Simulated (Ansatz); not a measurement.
Input for Ansatz (development build ahead of 0.2.0):

```yaml
crystal:
  periodic: [false, false, false]
  atoms:
    - { symbol: C, position_ang: [0.01999, -0.04456, -0.43115] }
    - { symbol: C, position_ang: [-0.00871, 1.2566, 0.15468] }
    - { symbol: C, position_ang: [-0.0216, -1.25711, 0.16009] }
    - { symbol: H, position_ang: [-0.02084, 0.01683, -1.58109] }
    - { symbol: H, position_ang: [0.02503, 2.12118, -0.37455] }
    - { symbol: H, position_ang: [0.0076, 1.25561, 1.31245] }
    - { symbol: H, position_ang: [0.00857, -2.19995, -0.33529] }
    - { symbol: H, position_ang: [-0.00884, -1.25452, 1.26581] }
basis:
  gaussian: { orbitals: def2-TZVP }
magnetization:
  spin_polarized: true
  initial_magnetization: 1
hamiltonian:
  xc: pbe0
output:
  forces: true
```

The input is written out in the form of the current development build from the run's settings.

Output:

```yaml
Converged: yes
Total_energy: -117.13780 hartree
Spin_squared_of_the_determinant: 0.789
Stability_test: minimum
```

Forces (eV/Å):
```
atom      Fx      Fy      Fz
  C1  -0.502   2.377  -2.782
  C2   0.169  -4.611   3.734
  C3   0.243   0.478   1.927
  H4   0.217  -0.403   1.649
  H5   0.049   2.389  -1.497
  H6  -0.065   0.436  -2.017
  H7  -0.057  -0.373  -0.444
  H8  -0.055  -0.294  -0.570
```
